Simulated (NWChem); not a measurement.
## Basis-set dependence for chloromethane (CH3Cl)

SMILES: CCl
```xyz
5

C      1.1279    -0.0568     0.0000
Cl    -0.6610     0.0333     0.0000
H      1.4635    -0.5967     0.9046
H      1.4635    -0.5967    -0.9046
H      1.5423     0.9682     0.0000
```
Charge 0, spin multiplicity 1.

Program: NWChem. The geometry was optimised at PBE/def2-SVP, a minimum by its harmonic frequencies.

Hartree-Fock energies in Ha, correlation energies in mHa.

The correlated methods keep 6 core orbitals frozen. The Pople sets run with spherical d functions. Coupled-cluster values serve here as a point of comparison, not as the truth.

| basis | functions | RHF | MP2 | SCS-MP2 | CCSD | CCSD+T(CCSD) | CCSD(T) | CR-CCSD[T] | CR-CCSD(T) |
|---|---|---|---|---|---|---|---|---|---|
| 6-31G* | 38 | -499.08955 | -259.6 | -258.0 | -288.6 | -295.7 | -295.4 | -294.5 | -294.2 |
| def2-SVP | 47 | -498.93401 | -283.8 | -283.7 | -314.0 | -321.3 | -321.1 | -320.0 | -319.8 |
| def2-TZVP | 86 | -499.13831 | -362.1 | -362.6 | -395.3 | -410.6 | -410.3 | -407.5 | -407.3 |

From def2-SVP to def2-TZVP the Hartree-Fock energy moves by -204.3 mHa and the MP2 correlation energy by -78.4 mHa, which is 22 % of its value in the larger set.
